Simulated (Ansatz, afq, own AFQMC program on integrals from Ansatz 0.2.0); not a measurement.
# GeH₄, singlet in cc-pVDZ, levels against CCSDT(Q)

```xyz
5

Ge   -0.0044   -0.0044   -0.0044
H     1.2163    1.2202    1.2187
H    -0.8923   -0.8885    0.8812
H    -0.8882    0.8801   -0.8937
H     0.8830   -0.8921   -0.8869
```

Basis cc-pVDZ. Noble-gas cores (and the filled d shells of Ga–Kr and In–Xe) are frozen. Ansatz 0.2.0 and our own AFQMC program on the same integrals; the CISD trial comes from CCSD amplitudes, and released means the phaseless constraint is let go. Error bars are statistical, one sigma. No spin–orbit coupling.

Determinant: RHF, the one that the program's search chose, which needn't be the lowest solution. The geometry is a point of a scan.

No full CI on the walks' own integrals is used here; CCSDT(Q) serves as the reference and is uncertain by about the last step of the cluster series.

Cautions: no relativity below Rb; no spin-orbit coupling; inner d shell frozen.

* T1 diagnostic: 0.0141
* weight of the determinant in the CISD state: 0.900
* size of the correlated space: 8 electrons in 33 orbitals

Reference: CCSDT(Q), correlation energy -4.157 eV. The released energy is read at 2.40 1/Eh (meV from the phaseless value at times in 1/Eh: -3 ± 5 at 0.24, -7 ± 7 at 0.51, -11 ± 7 at 0.99, -17 ± 7 at 1.62, -20 ± 7 at 2.40).

```
         level  E − E(reference) (kJ/mol)  share of correlation (%)
            HF                      401.1                      0.00
           MP2                       99.5                     75.20
          CCSD                       10.6                     97.37
       CCSD(T)                        2.4                     99.41
         CCSDT                        0.3                     99.93
 ph-AFQMC/CISD                  2.0 ± 0.5                     99.50
released AFQMC                  0.1 ± 0.6                     99.97
```

A walk keeps the symmetry of its determinant, which the program's search chose and which needn't be the lowest solution, so a lower state of the same spin and another symmetry isn't excluded. Released energies are given only where the last usable release times agree within the noise; a slower fall can still hide under it.
